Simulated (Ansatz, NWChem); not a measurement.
**Heat of formation of NClO (nitrosyl chloride) from total energies**

The species is NClO (3 atoms), meant as a singlet with charge 0. SMILES: `O=NCl`. The shape is that of a PBE0-D4/def2-TZVP optimisation.

```xyz
3

O     1.0001   -0.3383    0.5139
N     0.0520   -0.5996   -0.0358
Cl   -1.0521    0.9379   -0.4780
```

Total energies at r2SCAN/def2-SVP (NWChem 7.3.0); the atoms run unrestricted:

```tsv
species	state	energy (Eh)
NClO	singlet	-589.753134
O	triplet	-74.963588
N	quartet	-54.515394
Cl	doublet	-459.959986
```

Harmonic wavenumbers at PBE0-D4/def2-TZVP, in cm⁻¹: 352, 638, 1944.

Measured heats of formation of the gaseous atoms at 298.15 K, in kJ/mol: O 249.2, N 472.4, Cl 121.3. Spin-orbit lowering of the atoms at 298 K (mean of the ground term's levels less their thermal mean, from spectra), in kJ/mol: O 0.40, Cl 3.44. Take 1 Eh = 2625.50 kJ/mol, 1 cm⁻¹ = 0.0119627 kJ/mol, RT = 2.479 kJ/mol.

Question: What heat of formation follows?

Answer: 
1. Electronic atomisation energy: (-74.963588) + (-54.515394) + (-459.959986) − (-589.753134) = 0.314166 Eh = 824.8 kJ/mol.
2. Zero-point energy: half the sum of the wavenumbers, 1467 cm⁻¹ = 17.5 kJ/mol.
3. Thermal vibrational enthalpy, Σ hcν̃/(exp(hcν̃/kT) − 1): 1.3 kJ/mol. Translation, rotation and pV of a non-linear molecule: 4 RT = 9.9 kJ/mol.
4. The 3 free atoms carry 5/2 RT each: 18.6 kJ/mol.
5. Spin-orbit coupling lowers the free atoms by 0.40 + 3.44 = 3.8 kJ/mol.
6. Atomisation enthalpy at 298 K: 824.8 − 3.8 − 17.5 − 1.3 − 9.9 + 18.6 = 810.9 kJ/mol.
7. Sum of the atoms' heats of formation: 842.9 kJ/mol. Heat of formation: 842.9 − 810.9 = +32.0 kJ/mol.

The tabulated value is +52.5 kJ/mol (Active Thermochemical Tables), so this level is off by -20.5 kJ/mol, or 2.6 % of the atomisation enthalpy. Anharmonicity and any spin-orbit splitting of the molecule are left out.
